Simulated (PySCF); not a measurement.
The numbers are results of B3LYP-D3(BJ)/def2-TZVP (PySCF 2.14.0), not measurements. All species are isolated molecules in the gas phase. B3LYP has the VWN-RPA correlation part, as in Gaussian. Delta-SCF ions had no search for a lower state. Excitations are Tamm–Dancoff values on a coarser integration grid. The basis has no diffuse functions, so Rydberg states are missing or too high.

Reference species (SMILES): `[Cl][Al]([Cl])[Cl]` (neutral, multiplicity 1).

| Quantity | Value |
|---|---|
| T1 excitation (TDA) | 6.13 eV |
| HOMO | -9.08 eV |
| vertical ionisation energy (Delta-SCF) | 11.30 eV |

Changed species: `[Cl][Al]([Cl])[Br]` (1 of 3 Cl replaced by Br; the reference has 0 of 3 Cl replaced by Br).

Problem. Predict the effect on the T1 excitation (TDA), HOMO and vertical ionisation energy (Delta-SCF).

Solution. the T1 excitation (TDA) falls by 0.47 eV, to 5.66 eV; the HOMO rises by 0.41 eV, to -8.67 eV; the vertical ionisation energy (Delta-SCF) decreases by 0.37 eV, to 10.93 eV.
